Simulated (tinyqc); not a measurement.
Inside a calculation. Method: RKS/LDA (PW92) in the sto-6g basis, for H2F+, spin multiplicity 1. One step of it, computed by the program tinyqc.

Task: Iteration 2: DIIS coefficients. Solve [B -1; -1 0][c; lambda] = [0; -1] for the coefficients, which sum to one.

B (overlaps of the stored error matrices):
```
                1               2
1   5.4987233e+02  -1.9581156e+00
2  -1.9581156e+00   2.0294845e+00
```

Give: DIIS coefficients.

Result:

DIIS coefficients: 0.0072  0.9928
